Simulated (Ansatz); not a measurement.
The input, for Ansatz 0.2.0:

```yaml
crystal:
  periodic: [false, false, false]
  atoms:
    - {symbol: Si, position_ang: [0.123707, -0.003902, 1.773950]}
    - {symbol: Ge, position_ang: [-0.045959, 0.004472, -0.634665]}
    - {symbol: H, position_ang: [-1.481309, -0.027968, -0.985487]}
    - {symbol: H, position_ang: [0.724752, 1.161698, -1.301277]}
    - {symbol: H, position_ang: [0.621719, -1.347262, -1.404161]}
basis:
  gaussian: {orbitals: cc-pVDZ}
magnetization: {spin_polarized: false, initial_magnetization: 1}
correlation: {method: sc_nevpt2, electrons: outside_noble_gas, active_space: {window: {electrons: 9, orbitals: 5}, states: [{multiplicity: 2, weights: [0.5, 0.5, 0.5, 0.5]}], root: 3}}
scf: {lower_state_search: off}
output: {forces: true}
```

```sh
$ ansatz run in.yaml --threads 1 --pin off --events-out ev --progress --plain --max-ram 2393MiB
```

Log:

```
these checks for a lower state are left out or cut short: stability, starts, cluster_reference, orbital_swaps, neighbouring_geometries, increment
1185 factors; integrals over basis functions are off by at most 2.0e-7 eV
mean field evaluation 1: about -64379.0862 eV, gradient 1.0e1 eV
mean field evaluation 2: about -64379.0891 eV, gradient 1.0e1 eV
mean field evaluation 4: about -64379.9901 eV, gradient 1.0e0 eV
mean field evaluation 8: about -64379.9979 eV, gradient 2.5e-2 eV
mean field -64379.99799143 eV, -2365.9212878551 hartree, gradient 2.3e-6 eV, S^2 0.750000; 0 other end points of the search recorded, 0 dependent functions left out
reference -64379.99799143 eV, -2365.9212878551 hartree; 25, 24 occupied and 35, 36 virtual orbitals, 1185 factors
state -64379.38120920 eV, -2365.8986215260 hartree
state -64377.04447634 eV, -2365.8127481776 hartree
state -64373.12127015 eV, -2365.6685730091 hartree
state -64371.86833277 eV, -2365.6225284099 hartree
state -64379.38120920 eV, -2365.8986215260 hartree; corrected -64383.97996630 eV, -2366.0676227325 hartree
state -64377.04447634 eV, -2365.8127481776 hartree; corrected -64381.40895807 eV, -2365.9731399228 hartree
state -64373.12127015 eV, -2365.6685730091 hartree; corrected -64377.95535963 eV, -2365.8462225211 hartree
state -64371.86833277 eV, -2365.6225284099 hartree; corrected -64376.78219450 eV, -2365.8031094975 hartree
WARN: 1 active orbitals are nearly empty or full. The corrections depend on them more than the energy does, and are more stable in an active space without them
the calculation of the forces begins
Error: an active orbital is full or empty, and SC-NEVPT2 has no forces then: leave it out of the active space
```

The run gave no result to rely on (stopped by an error).

Ran on 1 thread of Intel Xeon Platinum 8259CL, shared host: 10 s wall, 0.21 GiB peak host memory.
